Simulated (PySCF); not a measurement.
Species: C4H7F.
SMILES: `CC/C=C/F`

Torsions of this conformer, `[CH3:1][CH2:2]/[CH:3]=[CH:4]/[F:5]`: C1–C2–C3–C4 119°.

The closed-shell ground state was solved at several levels (PySCF, density fitting, gas phase, non-relativistic). Isolated species at its PBE0-D3(BJ)/def2-SVP geometry (one conformer only).

```tsv
level	basis functions	total energy (Eh)	HOMO (eV)	LUMO (eV)	gap (eV)	dipole (D)
PBE0/pcSseg-1	120	-256.1377	-7.19	0.54	7.73	1.68
B3LYP/pcJ-1	205	-256.4706	-6.96	0.29	7.25	1.67
CAM-B3LYP/def2-SVPD	159	-256.1618	-8.63	1.31	9.94	1.82
```

Q: Estimate the row for PBE0/pcSseg-2, a basis of 278 functions; the other rows only guide the guess.

A: Total energy -256.2665 Eh, HOMO -7.20 eV, LUMO 0.34 eV, gap 7.54 eV, dipole 1.72 D.

Q: Over all these levels, which gives the widest orbital gap and which the narrowest?

A: CAM-B3LYP/def2-SVPD (range-separated hybrid) has the widest, 9.94 eV, and B3LYP/pcJ-1 (global hybrid, 20 % exact exchange) the narrowest, 7.25 eV. Functional and basis both differ between the two, so the spread mixes both effects.

Q: How far do the dipole and the HOMO energy spread over the levels?

A: The dipole runs from 1.67 to 1.82 D (mean 1.72 D) and the HOMO from -8.63 to -6.96 eV.
